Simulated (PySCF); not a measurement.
Predicted microwave data (CAM-B3LYP/def2-SVPD in PySCF (dipole) on a GFN2-xTB geometry, gas phase) for one isomer of C2H3P:

- Rotational constants: A = 132691, B = 5178, C = 5162 MHz
- Dipole components: |μa| = 0.13 D, |μb| = 0.00 D, |μc| = 0.63 D
- Inertial defect: -3.51 u·Å²
- κ: -1.00

Question: Which structure is it? (One computed conformer of each.)
A. `C1PC=1`
B. `C(#P)C`
C. `C#CP`

Answer: C. It is C#CP, point group Cs. The candidates at the same level (rigid rotor, commonest isotopes):

```json
{"SMILES": "C1=CP1", "A (MHz)": "29946", "B (MHz)": "10580", "C (MHz)": "8310", "μa (D)": "1.31", "μb (D)": "0.00", "μc (D)": "0.44", "Δ (u·Å²)": "-3.83", "point group": "Cs", "rotor": "asymmetric top"}
{"SMILES": "CC#P", "A (MHz)": "159510", "B (MHz)": "5051", "C (MHz)": "5051", "μa (D)": "1.52", "μb (D)": "0.00", "μc (D)": "0.00", "Δ (u·Å²)": "-3.17", "point group": "C3v", "rotor": "prolate symmetric top"}
{"SMILES": "C#CP", "A (MHz)": "132691", "B (MHz)": "5178", "C (MHz)": "5162", "μa (D)": "0.13", "μb (D)": "0.00", "μc (D)": "0.63", "Δ (u·Å²)": "-3.51", "point group": "Cs", "rotor": "–"}
```

`CC#P` has A 20 % too high; `C1=CP1` has B 104 % too high. In the right answer the mirror of this Cs structure is the ac plane, so μb vanishes by symmetry. No structure here is proved a minimum.
